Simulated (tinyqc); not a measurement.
UHF in the sto-3g basis, for NH3, spin multiplicity 1, step by step (part 3 of 3). Computed by tinyqc, a small Python program that keeps every step (integrals from PySCF). Command: `OMP_NUM_THREADS=1 python tinyqc.py 25642 25643 out.jsonl` (the two numbers bound the seeds that draw the settings). One thread of a shared host (Intel(R) Xeon(R) Processor @ 2.60GHz), about 0.2 s of CPU time with the checks.

Geometry (angstrom):
```
atom          x          y         z
N      0.000000   0.000000  0.169000
H      0.968000   0.000000  0.000000
H     -0.484000   0.838000  0.000000
H     -0.484000  -0.838000  0.000000
```

## Iteration 2: diagonalisation and new density

F(alpha) (hartree):
```
             1N 1s      1N 2s     1N 2px     1N 2py     1N 2pz      2H 1s      3H 1s      4H 1s
1N 1s   -15.434243  -3.925960  -0.000035   0.000193   0.015349  -1.058769  -1.059331  -1.059431
1N 2s    -3.925960  -1.980131   0.000664   0.013586   0.055806  -0.937772  -0.938127  -0.938529
1N 2px   -0.000035   0.000664  -0.392375   0.001698  -0.000511  -0.479317   0.239871   0.239655
1N 2py    0.000193   0.013586   0.001698  -0.396323   0.045971   0.001019  -0.413914   0.415654
1N 2pz    0.015349   0.055806  -0.000511   0.045971  -0.392559   0.109181   0.101674   0.116641
2H 1s    -1.058769  -0.937772  -0.479317   0.001019   0.109181  -0.585387  -0.330856  -0.330931
3H 1s    -1.059331  -0.938127   0.239871  -0.413914   0.101674  -0.330856  -0.583644  -0.331051
4H 1s    -1.059431  -0.938529   0.239655   0.415654   0.116641  -0.330931  -0.331051  -0.586915
```

F(beta) (hartree):
```
             1N 1s      1N 2s     1N 2px     1N 2py     1N 2pz      2H 1s      3H 1s      4H 1s
1N 1s   -15.434243  -3.925960  -0.000035  -0.000193   0.015349  -1.058769  -1.059431  -1.059331
1N 2s    -3.925960  -1.980131   0.000664  -0.013586   0.055806  -0.937772  -0.938529  -0.938127
1N 2px   -0.000035   0.000664  -0.392375  -0.001698  -0.000511  -0.479317   0.239655   0.239871
1N 2py   -0.000193  -0.013586  -0.001698  -0.396323  -0.045971  -0.001019  -0.415654   0.413914
1N 2pz    0.015349   0.055806  -0.000511  -0.045971  -0.392559   0.109181   0.116641   0.101674
2H 1s    -1.058769  -0.937772  -0.479317  -0.001019   0.109181  -0.585387  -0.330931  -0.330856
3H 1s    -1.059431  -0.938529   0.239655  -0.415654   0.116641  -0.330931  -0.586915  -0.331051
4H 1s    -1.059331  -0.938127   0.239871   0.413914   0.101674  -0.330856  -0.331051  -0.583644
```

X:
```
            1N 1s      1N 2s     1N 2px     1N 2py     1N 2pz      2H 1s      3H 1s      4H 1s
1N 1s    1.025361  -0.158293   0.000008   0.000000   0.005377   0.023447   0.023451   0.023451
1N 2s   -0.158293   1.455664  -0.000146   0.000000  -0.064163  -0.345874  -0.346109  -0.346109
1N 2px   0.000008  -0.000146   1.183267   0.000000   0.000025  -0.346039   0.173132   0.173132
1N 2py   0.000000   0.000000   0.000000   1.183287   0.000000   0.000000  -0.299787   0.299787
1N 2pz   0.005377  -0.064163   0.000025   0.000000   1.009485   0.051275   0.051319   0.051319
2H 1s    0.023447  -0.345874  -0.346039   0.000000   0.051275   1.281332  -0.056703  -0.056703
3H 1s    0.023451  -0.346109   0.173132  -0.299787   0.051319  -0.056703   1.281574  -0.056729
4H 1s    0.023451  -0.346109   0.173132   0.299787   0.051319  -0.056703  -0.056729   1.281574
```

Diagonalise F' = X^T F X, C = X C', fill 5 alpha and 5 beta electrons from the bottom; D(s) = C_occ C_occ^T. Each column has its largest component positive (the first on a tie).

F' = X^T F X (alpha) (hartree):
```
            1          2          3          4          5          6          7          8
1  -15.136044  -2.078484  -0.000132  -0.001952   0.024120  -0.178885  -0.178541  -0.179574
2   -2.078484  -0.731310   0.000780   0.018634  -0.057326  -0.507940  -0.512847  -0.503845
3   -0.000132   0.000780  -0.006116   0.002077  -0.000619  -0.566706   0.283146   0.283255
4   -0.001952   0.018634   0.002077  -0.012063   0.058535  -0.001712  -0.490385   0.487252
5    0.024120  -0.057326  -0.000619   0.058535  -0.372143   0.092477   0.068512   0.115923
6   -0.178885  -0.507940  -0.566706  -0.001712   0.092477   0.054258  -0.085540  -0.085141
7   -0.178541  -0.512847   0.283146  -0.490385   0.068512  -0.085540   0.056512  -0.084705
8   -0.179574  -0.503845   0.283255   0.487252   0.115923  -0.085141  -0.084705   0.052241
```

orbital energies (alpha) (hartree): MO1 -15.442095, MO2 -1.119194, MO3 -0.634060, MO4 -0.630852, MO5 -0.396529, MO6 0.600669, MO7 0.762734, MO8 0.764662

coefficients C (alpha):
```
              MO1        MO2        MO3        MO4        MO5        MO6        MO7        MO8
1N 1s    0.993373  -0.224021   0.002240   0.000230  -0.042835  -0.198103  -0.006289  -0.000857
1N 2s    0.032537   0.744997  -0.016538  -0.002346   0.219435   1.378935   0.036696   0.004882
1N 2px  -0.000003  -0.000705  -0.080285   0.590296  -0.000210  -0.000931  -0.109326   1.101347
1N 2py  -0.000044  -0.010255   0.595058   0.078051  -0.005979  -0.015867   1.098683   0.110585
1N 2pz  -0.002612  -0.066862  -0.091871  -0.011308   0.969579  -0.274542   0.050806   0.004399
2H 1s   -0.006831   0.160639  -0.052188   0.471649  -0.059419  -0.738794   0.089978  -1.040346
3H 1s   -0.006823   0.159627   0.438779  -0.178610   0.031911  -0.725713  -0.964882   0.427850
4H 1s   -0.006852   0.161988  -0.359105  -0.287582  -0.148463  -0.756482   0.831712   0.606374
```

F' = X^T F X (beta) (hartree):
```
            1          2          3          4          5          6          7          8
1  -15.136044  -2.078484  -0.000132   0.001952   0.024120  -0.178885  -0.179574  -0.178541
2   -2.078484  -0.731310   0.000780  -0.018634  -0.057326  -0.507940  -0.503845  -0.512847
3   -0.000132   0.000780  -0.006116  -0.002077  -0.000619  -0.566706   0.283255   0.283146
4    0.001952  -0.018634  -0.002077  -0.012063  -0.058535   0.001712  -0.487252   0.490385
5    0.024120  -0.057326  -0.000619  -0.058535  -0.372143   0.092477   0.115923   0.068512
6   -0.178885  -0.507940  -0.566706   0.001712   0.092477   0.054258  -0.085141  -0.085540
7   -0.179574  -0.503845   0.283255  -0.487252   0.115923  -0.085141   0.052241  -0.084705
8   -0.178541  -0.512847   0.283146   0.490385   0.068512  -0.085540  -0.084705   0.056512
```

orbital energies (beta) (hartree): MO1 -15.442095, MO2 -1.119194, MO3 -0.634060, MO4 -0.630852, MO5 -0.396529, MO6 0.600669, MO7 0.762734, MO8 0.764662

coefficients C (beta):
```
              MO1        MO2        MO3        MO4        MO5        MO6        MO7        MO8
1N 1s    0.993373  -0.224021  -0.002240   0.000230  -0.042835  -0.198103   0.006289  -0.000857
1N 2s    0.032537   0.744997   0.016538  -0.002346   0.219435   1.378935  -0.036696   0.004882
1N 2px  -0.000003  -0.000705   0.080285   0.590296  -0.000210  -0.000931   0.109326   1.101347
1N 2py   0.000044   0.010255   0.595058  -0.078051   0.005979   0.015867   1.098683  -0.110585
1N 2pz  -0.002612  -0.066862   0.091871  -0.011308   0.969579  -0.274542  -0.050806   0.004399
2H 1s   -0.006831   0.160639   0.052188   0.471649  -0.059419  -0.738794  -0.089978  -1.040346
3H 1s   -0.006852   0.161988   0.359105  -0.287582  -0.148463  -0.756482  -0.831712   0.606374
4H 1s   -0.006823   0.159627  -0.438779  -0.178610   0.031911  -0.725713   0.964882   0.427850
```

D(alpha) after iteration 2:
```
            1N 1s      1N 2s     1N 2px     1N 2py     1N 2pz      2H 1s      3H 1s      4H 1s
1N 1s    1.038816  -0.144010   0.000119   0.003861  -0.029357  -0.040235  -0.042963  -0.037606
1N 2s   -0.144010   0.604510  -0.000628  -0.018977   0.164408   0.106171   0.118864   0.094493
1N 2px   0.000119  -0.000628   0.354896  -0.001693   0.000544   0.282502  -0.140780  -0.141011
1N 2py   0.003861  -0.018977  -0.001693   0.360326  -0.060662   0.004466   0.245331  -0.236907
1N 2pz  -0.029357   0.164408   0.000544  -0.060662   0.953129  -0.068873  -0.018006  -0.118516
2H 1s   -0.040235   0.106171   0.282502   0.004466  -0.068873   0.254559  -0.083347  -0.082007
3H 1s   -0.042963   0.118864  -0.140780   0.245331  -0.018006  -0.083347   0.250974  -0.085036
4H 1s   -0.037606   0.094493  -0.141011  -0.236907  -0.118516  -0.082007  -0.085036   0.259988
```

D(beta) after iteration 2:
```
            1N 1s      1N 2s     1N 2px     1N 2py     1N 2pz      2H 1s      3H 1s      4H 1s
1N 1s    1.038816  -0.144010   0.000119  -0.003861  -0.029357  -0.040235  -0.037606  -0.042963
1N 2s   -0.144010   0.604510  -0.000628   0.018977   0.164408   0.106171   0.094493   0.118864
1N 2px   0.000119  -0.000628   0.354896   0.001693   0.000544   0.282502  -0.141011  -0.140780
1N 2py  -0.003861   0.018977   0.001693   0.360326   0.060662  -0.004466   0.236907  -0.245331
1N 2pz  -0.029357   0.164408   0.000544   0.060662   0.953129  -0.068873  -0.118516  -0.018006
2H 1s   -0.040235   0.106171   0.282502  -0.004466  -0.068873   0.254559  -0.082007  -0.083347
3H 1s   -0.037606   0.094493  -0.141011   0.236907  -0.118516  -0.082007   0.259988  -0.085036
4H 1s   -0.042963   0.118864  -0.140780  -0.245331  -0.018006  -0.083347  -0.085036   0.250974
```

## Iteration 11 (converged): orbitals

converged F(alpha) (hartree):
```
             1N 1s      1N 2s     1N 2px     1N 2py     1N 2pz      2H 1s      3H 1s      4H 1s
1N 1s   -15.262779  -3.889972   0.000007   0.000000   0.012976  -1.050068  -1.050721  -1.050721
1N 2s    -3.889972  -1.919992   0.000115   0.000000   0.061292  -0.912926  -0.913290  -0.913290
1N 2px    0.000007   0.000115  -0.346802   0.000000  -0.000030  -0.462445   0.231337   0.231337
1N 2py    0.000000   0.000000   0.000000  -0.346842   0.000001   0.000000  -0.400522   0.400522
1N 2pz    0.012976   0.061292  -0.000030   0.000001  -0.324697   0.104197   0.104237   0.104237
2H 1s    -1.050068  -0.912926  -0.462445   0.000000   0.104197  -0.548552  -0.323102  -0.323102
3H 1s    -1.050721  -0.913290   0.231337  -0.400522   0.104237  -0.323102  -0.548885  -0.323324
4H 1s    -1.050721  -0.913290   0.231337   0.400522   0.104237  -0.323102  -0.323324  -0.548885
```

converged F(beta) (hartree):
```
             1N 1s      1N 2s     1N 2px     1N 2py     1N 2pz      2H 1s      3H 1s      4H 1s
1N 1s   -15.262779  -3.889972   0.000007   0.000000   0.012976  -1.050068  -1.050721  -1.050721
1N 2s    -3.889972  -1.919992   0.000115   0.000000   0.061292  -0.912926  -0.913290  -0.913290
1N 2px    0.000007   0.000115  -0.346802   0.000000  -0.000030  -0.462445   0.231337   0.231337
1N 2py    0.000000   0.000000   0.000000  -0.346842  -0.000001   0.000000  -0.400522   0.400522
1N 2pz    0.012976   0.061292  -0.000030  -0.000001  -0.324697   0.104197   0.104237   0.104237
2H 1s    -1.050068  -0.912926  -0.462445   0.000000   0.104197  -0.548552  -0.323102  -0.323102
3H 1s    -1.050721  -0.913290   0.231337  -0.400522   0.104237  -0.323102  -0.548885  -0.323324
4H 1s    -1.050721  -0.913290   0.231337   0.400522   0.104237  -0.323102  -0.323324  -0.548885
```

As before.

F' = X^T F X (alpha) (hartree):
```
            1          2          3          4          5          6          7          8
1  -14.965203  -2.069207  -0.000006   0.000000   0.020795  -0.177944  -0.178165  -0.178165
2   -2.069207  -0.671537  -0.000068   0.000000  -0.048922  -0.506242  -0.506489  -0.506489
3   -0.000006  -0.000068   0.042161   0.000000   0.000007  -0.568833   0.284531   0.284531
4    0.000000   0.000000   0.000000   0.042135   0.000001   0.000000  -0.492723   0.492723
5    0.020795  -0.048922   0.000007   0.000001  -0.305100   0.089172   0.089217   0.089218
6   -0.177944  -0.506242  -0.568833   0.000000   0.089172   0.088943  -0.087347  -0.087347
7   -0.178165  -0.506489   0.284531  -0.492723   0.089217  -0.087347   0.089045  -0.087387
8   -0.178165  -0.506489   0.284531   0.492723   0.089218  -0.087347  -0.087387   0.089044
```

orbital energies (alpha) (hartree): MO1 -15.270878, MO2 -1.069144, MO3 -0.590761, MO4 -0.590754, MO5 -0.324769, MO6 0.637240, MO7 0.809225, MO8 0.809327

coefficients C (alpha):
```
              MO1        MO2        MO3        MO4        MO5        MO6        MO7        MO8
1N 1s    0.993240  -0.222729   0.000000  -0.000039  -0.043390  -0.200211   0.000239   0.000000
1N 2s    0.033097   0.733495   0.000000   0.000201   0.217018   1.386049  -0.001887   0.000001
1N 2px  -0.000004  -0.000119   0.000479   0.590846  -0.000036   0.001098   1.109375  -0.000182
1N 2py   0.000000   0.000000   0.590873  -0.000479   0.000000   0.000000   0.000182   1.109406
1N 2pz  -0.002485  -0.070961  -0.000001   0.000029   0.976721  -0.268472   0.000356   0.000001
2H 1s   -0.006879   0.166493   0.000388   0.478455  -0.053997  -0.740659  -1.040487   0.000170
3H 1s   -0.006883   0.166595   0.414141  -0.239501  -0.053956  -0.739074   0.521527  -0.902154
4H 1s   -0.006883   0.166595  -0.414529  -0.238829  -0.053958  -0.739074   0.521822   0.901983
```

F' = X^T F X (beta) (hartree):
```
            1          2          3          4          5          6          7          8
1  -14.965203  -2.069207  -0.000006   0.000000   0.020795  -0.177944  -0.178165  -0.178165
2   -2.069207  -0.671537  -0.000068   0.000000  -0.048922  -0.506242  -0.506489  -0.506489
3   -0.000006  -0.000068   0.042161   0.000000   0.000007  -0.568833   0.284531   0.284531
4    0.000000   0.000000   0.000000   0.042135  -0.000001   0.000000  -0.492723   0.492723
5    0.020795  -0.048922   0.000007  -0.000001  -0.305100   0.089172   0.089218   0.089217
6   -0.177944  -0.506242  -0.568833   0.000000   0.089172   0.088943  -0.087347  -0.087347
7   -0.178165  -0.506489   0.284531  -0.492723   0.089218  -0.087347   0.089044  -0.087387
8   -0.178165  -0.506489   0.284531   0.492723   0.089217  -0.087347  -0.087387   0.089045
```

orbital energies (beta) (hartree): MO1 -15.270878, MO2 -1.069144, MO3 -0.590761, MO4 -0.590754, MO5 -0.324769, MO6 0.637240, MO7 0.809225, MO8 0.809327

coefficients C (beta):
```
              MO1        MO2        MO3        MO4        MO5        MO6        MO7        MO8
1N 1s    0.993240  -0.222729   0.000000  -0.000039  -0.043390  -0.200211   0.000239   0.000000
1N 2s    0.033097   0.733495   0.000000   0.000201   0.217018   1.386049  -0.001887  -0.000001
1N 2px  -0.000004  -0.000119  -0.000479   0.590846  -0.000036   0.001098   1.109375   0.000182
1N 2py   0.000000   0.000000   0.590873   0.000479   0.000000   0.000000  -0.000182   1.109406
1N 2pz  -0.002485  -0.070961   0.000001   0.000029   0.976721  -0.268472   0.000356  -0.000001
2H 1s   -0.006879   0.166493  -0.000388   0.478455  -0.053997  -0.740659  -1.040487  -0.000170
3H 1s   -0.006883   0.166595   0.414529  -0.238829  -0.053958  -0.739074   0.521822  -0.901983
4H 1s   -0.006883   0.166595  -0.414141  -0.239501  -0.053956  -0.739074   0.521527   0.902154
```

D(alpha) after iteration 11:
```
            1N 1s      1N 2s     1N 2px     1N 2py     1N 2pz      2H 1s      3H 1s      4H 1s
1N 1s    1.038016  -0.139914   0.000001   0.000000  -0.029043  -0.041591  -0.041591  -0.041591
1N 2s   -0.139914   0.586206   0.000024   0.000000   0.159834   0.110272   0.110211   0.110211
1N 2px   0.000001   0.000024   0.349099   0.000000  -0.000010   0.282675  -0.141327  -0.141327
1N 2py   0.000000   0.000000   0.000000   0.349131  -0.000001   0.000000   0.244819  -0.244819
1N 2pz  -0.029043   0.159834  -0.000010  -0.000001   0.959025  -0.064524  -0.064512  -0.064513
2H 1s   -0.041591   0.110272   0.282675   0.000000  -0.064524   0.259602  -0.083732  -0.083732
3H 1s   -0.041591   0.110211  -0.141327   0.244819  -0.064512  -0.083732   0.259586  -0.083761
4H 1s   -0.041591   0.110211  -0.141327  -0.244819  -0.064513  -0.083732  -0.083761   0.259586
```

D(beta) after iteration 11:
```
            1N 1s      1N 2s     1N 2px     1N 2py     1N 2pz      2H 1s      3H 1s      4H 1s
1N 1s    1.038016  -0.139914   0.000001   0.000000  -0.029043  -0.041591  -0.041591  -0.041591
1N 2s   -0.139914   0.586206   0.000024   0.000000   0.159834   0.110272   0.110211   0.110211
1N 2px   0.000001   0.000024   0.349099   0.000000  -0.000010   0.282675  -0.141327  -0.141327
1N 2py   0.000000   0.000000   0.000000   0.349131   0.000001   0.000000   0.244819  -0.244819
1N 2pz  -0.029043   0.159834  -0.000010   0.000001   0.959025  -0.064524  -0.064513  -0.064512
2H 1s   -0.041591   0.110272   0.282675   0.000000  -0.064524   0.259602  -0.083732  -0.083732
3H 1s   -0.041591   0.110211  -0.141327   0.244819  -0.064513  -0.083732   0.259586  -0.083761
4H 1s   -0.041591   0.110211  -0.141327  -0.244819  -0.064512  -0.083732  -0.083761   0.259586
```

Within a degenerate level the vectors are fixed only up to a rotation; this is one choice.

## Convergence

Stop when the energy changes by less than 1e-10 hartree and every element of the error matrix X^T (F D S - S D F) X (for each spin) is below 3e-06.

Course of the cycle:
```
iteration   E (hartree)     change  largest element of the error matrix
1          -52.84334199          -                             4.33e-01
2          -55.40465865  -2.56e+00                             6.70e-02
3          -55.43648995  -3.18e-02                             2.04e-02
4          -55.43935288  -2.86e-03                             1.07e-02
5          -55.44024470  -8.92e-04                             3.42e-03
6          -55.44034727  -1.03e-04                             1.83e-04
7          -55.44034766  -3.90e-07                             6.76e-05
8          -55.44034769  -2.77e-08                             2.31e-05
9          -55.44034770  -6.00e-09                             6.94e-06
10         -55.44034770  -5.47e-10                             1.32e-06
11         -55.44034770  -1.22e-11                             4.58e-07
```

PySCF UHF in the same basis, after a stability check = -55.44034770 hartree

Converged in 11 iterations.

## Populations, bond orders and dipole

overlap S:
```
           1N 1s     1N 2s     1N 2px     1N 2py     1N 2pz      2H 1s      3H 1s      4H 1s
1N 1s   1.000000  0.235038   0.000000   0.000000   0.000000   0.062605   0.062645   0.062645
1N 2s   0.235038  1.000000   0.000000   0.000000   0.000000   0.513328   0.513497   0.513497
1N 2px  0.000000  0.000000   1.000000   0.000000   0.000000   0.442867  -0.221537  -0.221537
1N 2py  0.000000  0.000000   0.000000   1.000000   0.000000   0.000000   0.383570  -0.383570
1N 2pz  0.000000  0.000000   0.000000   0.000000   1.000000  -0.077319  -0.077355  -0.077355
2H 1s   0.062605  0.513328   0.442867   0.000000  -0.077319   1.000000   0.198201   0.198201
3H 1s   0.062645  0.513497  -0.221537   0.383570  -0.077355   0.198201   1.000000   0.198340
4H 1s   0.062645  0.513497  -0.221537  -0.383570  -0.077355   0.198201   0.198340   1.000000
```

Mulliken: Z minus the diagonal of D S on the atom; Loewdin: the same with S^(1/2) D S^(1/2); Mayer order: 2 sum_s sum (D(s) S)_ij (D(s) S)_ji over the two atoms.

Charges (e):
```
atom   Mulliken    Loewdin  Mulliken spin
1N    -0.536543  -0.353249              0
2H     0.178822   0.117755              0
3H     0.178861   0.117747      -4.63e-07
4H     0.178861   0.117747       4.63e-07
```

Mayer bond orders:
```
pair     order
2-1   0.945968
3-1   0.945961
3-2   0.011028
4-1   0.945961
4-2   0.011028
4-3   0.011020
```

dipole moment about the origin, x y z (debye): -0.000045  0.000000  -0.953547

<S^2> of the determinant (pure state: 0) = 0
